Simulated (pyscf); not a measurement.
# Routes from `[F][BH][F]` + `[SiH4]`

Candidate steps break at most two bonds and form at most two. Each was searched with GFN2-xTB (tblite) first. Optimised with ωB97X-D3(BJ)/def2-SVP in PySCF. Energies: ωB97M-D3(BJ)/def2-TZVP, kcal/mol, from the separated reactants, singlet surface; ΔG‡ with ideal gas, 1 atm, RRHO with modes under 100 cm⁻¹ raised to 100, one conformer, R ln 2 for chiral ones without a mode under 150 cm⁻¹.

| products | type | ΔE‡ | ΔE | ΔG‡ 298 K | ΔG‡ 900 K | ν‡ (cm⁻¹) |
|---|---|---|---|---|---|---|
| F–BH–F + SiH₄ | four-centre exchange | 26.4 | 0.0 | 38.3 | 58.9 | 438i |
| F–SiH₃ + H₂B–F | four-centre exchange | 26.4 | +10.0 | 38.2 | 58.6 | 390i |
| F–B(F)–SiH₃ + H₂ | four-centre exchange | 49.8 | +11.8 | 59.3 | 77.8 | 1247i |

Plain bond fissions and candidates not yet searched are not listed, and one of them may be faster. Each barrier is that of the saddle found; lower ones may exist.
